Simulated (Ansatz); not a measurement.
This script for Ansatz 0.2.0, Python API starts 8 runs on ClH3NSi, SMILES [NH][SiH2]Cl. What input does the engine get in each?

`run_scan.py`:
```python
import ansatz as az
import numpy as np

geometry_ang = [
    ('N', (-1.1099, -0.6751, -0.5057)),
    ('Si', (0.3029, 0.058, 0.1436)),
    ('Cl', (1.5231, -1.3903, 0.8443)),
    ('H', (-1.659, 0.1592, -0.8575)),
    ('H', (1.0248, 0.8008, -0.9358)),
    ('H', (-0.0398, 0.9833, 1.265)),
]
molecule = az.Crystal.molecule()
for symbol, xyz in geometry_ang:
    molecule = molecule.atom(symbol, xyz)

symbols = [site.symbol for site in molecule.cartesian_sites]
start = np.array([site.position_ang for site in molecule.cartesian_sites])
axis = (start[2] - start[1]) / np.linalg.norm(start[2] - start[1])
moving = [2]
lengths, energies = [1.72, 1.86, 2.02, 2.22, 2.52, 3.03, 3.63, 4.44], []
for length in lengths:
    xyz = start.copy()
    xyz[moving] += (length - np.linalg.norm(start[2] - start[1])) * axis
    point = az.Crystal.molecule()
    for symbol, place in zip(symbols, xyz):
        point = point.atom(symbol, place.tolist())
    job = (
        point.calculation()
        .basis(gaussian='cc-pVDZ')
        .functional('pbe0')
        .spin('collinear', total=1)
        .scf(lower_state_search='off')
    )
    data = job.run(threads=1, pin='off').report
    energies.append(data['free_energy_ev'])
    print(f'r = {length:6.3f} A  E = {energies[-1]:.5f} eV  <S^2> = {abs(data["mean_field"]["state"]["spin_squared"]):.3f}')

print('energy above the lowest point (eV):', [round(e - min(energies), 3) for e in energies])
```

Run 1:
```yaml
crystal:
  periodic: [false, false, false]
  atoms:
    - { symbol: "N", position_ang: [-1.1099, -0.6751, -0.5057] }
    - { symbol: Si, position_ang: [0.3029, 0.058, 0.1436] }
    - { symbol: Cl, position_ang: [1.342259051135543, -1.1756532648415075, 0.7404520628836873] }
    - { symbol: H, position_ang: [-1.659, 0.1592, -0.8575] }
    - { symbol: H, position_ang: [1.0248, 0.8008, -0.9358] }
    - { symbol: H, position_ang: [-0.0398, 0.9833, 1.265] }
basis:
  gaussian:
    orbitals: cc-pVDZ
hamiltonian:
  xc: pbe0
magnetization:
  spin_polarized: true
  initial_magnetization: 1.0
scf:
  lower_state_search: "off"
```

Run 2, against run 1:
```diff
-    - { symbol: Cl, position_ang: [1.342259051135543, -1.1756532648415075, 0.7404520628836873] }
+    - { symbol: Cl, position_ang: [1.4268580436698315, -1.276066902677444, 0.789033044746313] }
```

Run 3, against run 1:
```diff
-    - { symbol: Cl, position_ang: [1.342259051135543, -1.1756532648415075, 0.7404520628836873] }
+    - { symbol: Cl, position_ang: [1.523542606566161, -1.3908253459185145, 0.844554166875028] }
```

Run 4, against run 1:
```diff
-    - { symbol: Cl, position_ang: [1.342259051135543, -1.1756532648415075, 0.7404520628836873] }
+    - { symbol: Cl, position_ang: [1.6443983101865731, -1.5342733999698526, 0.9139555695359219] }
```

Run 5, against run 1:
```diff
-    - { symbol: Cl, position_ang: [1.342259051135543, -1.1756532648415075, 0.7404520628836873] }
+    - { symbol: Cl, position_ang: [1.8256818656171911, -1.7494454810468596, 1.0180576735272626] }
```

Run 6, against run 1:
```diff
-    - { symbol: Cl, position_ang: [1.342259051135543, -1.1756532648415075, 0.7404520628836873] }
+    - { symbol: Cl, position_ang: [2.1338639098492416, -2.1152380188777715, 1.195031250312542] }
```

Run 7, against run 1:
```diff
-    - { symbol: Cl, position_ang: [1.342259051135543, -1.1756532648415075, 0.7404520628836873] }
+    - { symbol: Cl, position_ang: [2.4964310207104776, -2.5455821810317856, 1.4032354582952236] }
```

Run 8, against run 1:
```diff
-    - { symbol: Cl, position_ang: [1.342259051135543, -1.1756532648415075, 0.7404520628836873] }
+    - { symbol: Cl, position_ang: [2.9858966203731465, -3.1265467999397054, 1.684311139071844] }
```

```console
$ python run_scan.py
r =  1.720 A  E = -21927.57541 eV  <S^2> = 0.754
r =  1.860 A  E = -21929.03198 eV  <S^2> = 0.754
r =  2.020 A  E = -21929.59664 eV  <S^2> = 0.754
r =  2.220 A  E = -21929.47218 eV  <S^2> = 0.754
r =  2.520 A  E = -21928.63299 eV  <S^2> = 0.754
r =  3.030 A  E = -21927.03102 eV  <S^2> = 0.755
r =  3.630 A  E = -21925.78047 eV  <S^2> = 1.172
r =  4.440 A  E = -21925.19849 eV  <S^2> = 1.503
energy above the lowest point (eV): [2.021, 0.565, 0.0, 0.124, 0.964, 2.566, 3.816, 4.398]
```

Reading the output:
- The settings weren't tested for convergence.
- The rest of the molecule is held rigid at a force-field or estimated start geometry, and the basis set is modest; single-reference methods fail as a bond breaks.
- The run takes the species as open-shell (spin multiplicity 2), which needn't be its ground state.
- The expectation value of S² is noticeably off S(S+1) in at least one run, so that state is spin-contaminated.
- Run time: 20 s on 1 thread of Arm Neoverse V1, on a shared host, peak memory 0.21 GiB.
